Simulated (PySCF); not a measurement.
**How good is the calculation?**

Atoms are numbered as in `[CH3:1][N:2]([CH3:3])[CH:4]=[O:5]` (H(Xn): hydrogen on atom n).

What is known from experiment: δ 13C C4 162.6; δ 1H H(C4) 8.02 ppm (measured; solution, CDCl3, 298 K; Fulmer et al., Organometallics 2010, 29, 2176).
δ 13C C4 164.7; δ 1H H(C4) 7.97 ppm (measured; solution, CD3OD, 298 K; Fulmer et al., Organometallics 2010, 29, 2176).
δ 13C C4 161.9 ppm (measured; solution, toluene-d8, 298 K; Fulmer et al., Organometallics 2010, 29, 2176).
δ 15N N2 -282.9 ppm (measured; solution, cyclohexane; M. Witanowski et al., J. Mol. Struct. 476 (1999) 133).
δ 13C C4 162.3; δ 1H H(C4) 7.95 ppm (measured; solution, DMSO-d6, 298 K; Fulmer et al., Organometallics 2010, 29, 2176).
δ 17O O5 326.4 ppm (measured; liquid, neat, 295 K; 17O NMR survey of organic solvents and oxofluorinated compounds, PMC5915748). Coupling constants: 1J(C1,H(C1)) 138.0 Hz, 1J(C4,H(C4)) 191.2 Hz.

PySCF 2.14 calculation with geometry from GFN2-xTB, B3LYP/pcJ-1 coupling constants (spin–dipole term only in couplings to heteroatoms) and GIAO PBE0/pcSseg-1 shieldings; no solvent, averaged over atoms made equivalent by symmetry, fast rotation or ring inversion, non-relativistic, single conformer.

(1) Set the calculated values beside the experiment.

(2) How far are the unscaled 13C shifts from the references?

(3) How far are the unscaled 1H shifts from the references?

Results:

(1) 
Reference values: measured (solution, CDCl3, 298 K; Fulmer et al., Organometallics 2010, 29, 2176).
| atoms | quantity | reference | computed | computed, scaled |
| --- | --- | --- | --- | --- |
| C4 | δ 13C | 162.6 | 162.0 | 155.7 |
| H(C4) | δ 1H | 8.02 | 7.95 | 7.59 |

Reference values: measured (solution, CD3OD, 298 K; Fulmer et al., Organometallics 2010, 29, 2176).
```csv
atoms,quantity,reference,computed,"computed, scaled"
C4,δ 13C,164.7,162.0,155.7
H(C4),δ 1H,7.97,7.95,7.59
```

Reference values: measured (solution, toluene-d8, 298 K; Fulmer et al., Organometallics 2010, 29, 2176).
```csv
atoms,quantity,reference,computed,"computed, scaled"
C4,δ 13C,161.9,162.0,155.7
```

Reference values: measured (solution, cyclohexane; M. Witanowski et al., J. Mol. Struct. 476 (1999) 133).
```csv
atoms,quantity,reference,computed,"computed, scaled"
N2,δ 15N vs neat liquid CH3NO2,-282.9,–,-282.7
```

Reference values: measured (solution, DMSO-d6, 298 K; Fulmer et al., Organometallics 2010, 29, 2176).
```
atoms  quantity  reference  computed  computed, scaled
   C4     δ 13C      162.3     162.0             155.7
H(C4)      δ 1H       7.95      7.95              7.59
```

Reference values: measured (liquid, neat, 295 K; 17O NMR survey of organic solvents and oxofluorinated compounds, PMC5915748).
```tsv
atoms	quantity	reference	computed	computed, scaled
O5	δ 17O vs D2O (external)	326.4	–	336.0
```

Computed shifts are σ(ref) − σ with the named reference compound (TMS for H and C) calculated as an isolated molecule at the same level. The measured values may be among those fitted. Expected solution values come from regression of measured δ (H and C: mostly CDCl3, vs TMS) on computed σ: 1H (scatter 0.17 ppm rms, 0.18 ppm with the 4 outliers that the fit left out); 13C (scatter 2.1 ppm rms, 2.3 ppm with the 13 outliers that the fit left out); 17O (scatter 10.7 ppm rms, 12.2 ppm with the 3 outliers that the fit left out vs liquid water, solution or neat liquid); 15N (scatter 6.3 ppm rms vs CH3NO2, solution or neat liquid). A few per cent of atoms miss by over 2 rms, more outside the fitted compound classes.

Coupling constants in Hz:
```tsv
coupling	reference	computed	source
1J(C1,H(C1))	138.0	141.0	measured; liquid or solution (compiled); San Fabian, Garcia de la Vega, Suardiaz et al., Magn. Reson. Chem. 2013, 51, 775 (SI)
1J(C4,H(C4))	191.2	192.0	measured; liquid or solution (compiled); San Fabian, Garcia de la Vega, Suardiaz et al., Magn. Reson. Chem. 2013, 51, 775 (SI)
```

(2) Mean signed difference -0.88 ppm, mean absolute 0.92 ppm over 4 comparisons; the largest is -2.7 ppm at C4 (amide carbonyl carbon).

(3) Mean signed difference -0.03 ppm, mean absolute 0.03 ppm over 3 comparisons; the largest is -0.07 ppm at H(C4) (hydrogen on an amide carbonyl carbon).

11 of the 28 published NMR values on file for this molecule are compared. The rest: values from further sources, protons in aromatic solvents.
